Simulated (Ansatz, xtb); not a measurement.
C3H4: which of two isomers lies lower

We compare I, `C#CC`, a singlet, with II, `C=C=C`, a singlet. Both are isolated molecules in the gas phase, relaxed with B3LYP/def2-SVP.

Estimate E(II) − E(I) at the level CCSD(T)/def2-TZVP.

Calculated at CCSD(T)/def2-TZVP: E(II) − E(I) = +1.28 kcal/mol, so structure I lies lower.

The same difference at several levels:

```csv
level,geometry,E(II) − E(I) (kcal/mol),departure from the last row (kcal/mol),"job, with rough time for the two"
GFN2-xTB,GFN2-xTB,+4.92,+3.65,"optimisation, 0.085 s"
HF/STO-3G,GFN2-xTB,+14.89,+13.62,"single point, 0.18 s"
r2SCAN-D4/def2-SVP,GFN2-xTB,−2.65,−3.92,"single point, 1.2 s"
B3LYP/def2-SVP,B3LYP/def2-SVP,−2.04,−3.32,"optimisation, 6 s"
HF/def2-TZVP,B3LYP/def2-SVP,+1.44,+0.16,part of the CCSD(T) run
MP2/def2-TZVP,B3LYP/def2-SVP,+4.79,+3.51,part of the CCSD(T) run
CCSD(T)/def2-TZVP,B3LYP/def2-SVP,+1.28,,"single point, 12 s"
```

As drawn, II has 2 C=C in place of 1 C≡C, 1 C–C.

r2SCAN-D4/def2-SVP, B3LYP/def2-SVP put the two in the other order. The largest departure from CCSD(T)/def2-TZVP is that of HF/STO-3G, 13.62 kcal/mol.

With harmonic frequencies from B3LYP/def2-SVP (ideal gas, rigid rotor, one conformer each, 298.15 K, 1 atm): on the last row, ΔE + ΔZPE = +0.79, ΔH = +0.72, ΔG = +0.99 kcal/mol.

Tabulated enthalpies of formation at 298 K are 185.8 kJ/mol for I (Active Thermochemical Tables 1.112) and 190.2 kJ/mol for II (Active Thermochemical Tables 1.112), a difference of +1.03 kcal/mol. Calculated less tabulated ΔH, with the same thermal term: GFN2-xTB +3.33, HF/STO-3G +13.30, r2SCAN-D4/def2-SVP −4.24, B3LYP/def2-SVP −3.63, HF/def2-TZVP −0.15, MP2/def2-TZVP +3.20, CCSD(T)/def2-TZVP −0.31 kcal/mol.

The correlated steps freeze 3 core orbitals. Codes used: Ansatz 0.2.0, xtb 6.7.1; the last row on 2 threads of Intel(R) Xeon(R) Platinum 8488C (Sapphire Rapids) on a shared host.
